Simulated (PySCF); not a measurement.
This PySCF input asks for the spin–spin couplings of formyl fluoride (SMILES O=CF); the geometry comes from PBE0-D3(BJ)/def2-TZVP.

```python
import basis_set_exchange as bse
import numpy as np
from pyscf import gto, dft
from pyscf.data import nist
from pyscf.prop import ssc

atoms = """
O    -0.860043   -0.871652    0.102813
C    -0.075168   -0.005476   -0.006735
F     1.243791   -0.215606    0.000994
H    -0.270991    1.066871   -0.129501
"""
names = dict.fromkeys(["O", "C", "F", "H"], "pcJ-2")
basis = {el: gto.basis.parse(bse.get_basis(n, elements=[el], fmt="nwchem")) for el, n in names.items()}
mol = gto.M(atom=atoms, basis=basis, charge=0, verbose=0)
mf = dft.RKS(mol, xc="HYB_GGA_XC_B97_2")
mf.grids.level = 2
mf.grids.alignment = dft.numint.BLKSIZE   # the property module wants whole blocks of grid points
mf.conv_tol = 1e-9
mf.kernel()

sc = ssc.RKS(mf)
sc.with_fcsd = True   # Fermi contact and spin-dipole together
sc.max_cycle_cphf = 60
g = {"C": 1.4048236, "F": 5.257736, "H": 5.58569468, "O": -0.757516}   # nuclear g factors of 13C, 19F, 1H, 17O
sc.nuc_pair = [(i, j) for i in range(mol.natm) for j in range(i + 1, mol.natm)
               if mol.atom_pure_symbol(i) in g and mol.atom_pure_symbol(j) in g]
K = sc.kernel()
unit = nist.HARTREE2J / nist.PLANCK * (0.5 * nist.E_MASS / nist.PROTON_MASS) ** 2
for (i, j), k in zip(sc.nuc_pair, K):
    a, b = mol.atom_pure_symbol(i), mol.atom_pure_symbol(j)
    J = unit * g[a] * g[b] * np.trace(k) / 3
    if abs(J) >= 1:
        print("%s%d %s%d %8.1f Hz" % (a, i, b, j, J))
```

Q: What are the results?

A: 
```
O0 C1     21.4 Hz
O0 F2     71.6 Hz
O0 H3     -9.5 Hz
C1 F2   -428.2 Hz
C1 H3    241.6 Hz
F2 H3    179.7 Hz
```

These numbers come from an equivalent density-fitted implementation of the same equations, which agrees with the script to about 0.1 Hz, so last digits may differ.

Size and cost of the density-fitted run: 177 basis functions, 9.2 s wall time on 1 thread of an Arm Neoverse N1, shared host; peak memory 0.6 GiB.
